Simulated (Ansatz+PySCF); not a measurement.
Values are calculated unless marked as measured or tabulated.
A run of Ansatz (development build ahead of 0.2.0) on doublet C2H3O2 at this shape:

| atom | x (Å) | y (Å) | z (Å) |
| --- | --- | --- | --- |
| C | 0.0000 | 0.0144 | -1.1893 |
| O | 0.0000 | 0.7259 | -0.0236 |
| C | 0.0000 | 0.0415 | 1.1562 |
| H | 0.0000 | 0.8046 | 2.0111 |
| H | 0.0000 | -1.0621 | -1.1443 |
| H | 0.0000 | 0.6251 | -2.0752 |
| O | 0.0000 | -1.1493 | 1.2652 |

Its results:

| Item | Value |
| --- | --- |
| Converged | yes |
| Reference energy | -227.23526 hartree |
| Correlation energy | -0.77053 hartree |
| Total energy | -228.00579 hartree |
| Spin squared of the determinant | 0.750 |
| Stability test | minimum among restricted orbitals |
| Occupied orbitals by symmetry in an Abelian subgroup (alpha; beta) | 13 A' 3 A''; 13 A' 2 A'' |

Forces (eV/Å):
```csv
atom,Fx,Fy,Fz
C1,0.000,-0.235,-0.069
O2,0.000,0.289,0.300
C3,0.000,1.209,0.706
H4,0.000,-1.041,-1.206
H5,0.000,0.164,-0.003
H6,0.000,-0.108,0.167
O7,0.000,-0.278,0.106
```

Question: Which input gives this output? Name the method, the orbitals and the basis set, and write the input.

Answer: ROHF-MP2 in cc-pVTZ.

```yaml
crystal:
  periodic: [false, false, false]
  atoms:
    - { symbol: C, position_ang: [0.0, 0.01439, -1.18935] }
    - { symbol: O, position_ang: [0.0, 0.72586, -0.02362] }
    - { symbol: C, position_ang: [0.0, 0.04147, 1.15617] }
    - { symbol: H, position_ang: [0.0, 0.80459, 2.0111] }
    - { symbol: H, position_ang: [0.0, -1.06214, -1.14433] }
    - { symbol: H, position_ang: [0.0, 0.62511, -2.07519] }
    - { symbol: O, position_ang: [0.0, -1.14929, 1.26523] }
basis:
  gaussian: { orbitals: cc-pVTZ }
magnetization:
  initial_magnetization: 1
hamiltonian:
  xc: hf
correlation:
  method: mp2
  frozen_orbitals: { C: 1, H: 0, O: 1 }
output:
  forces: true
```
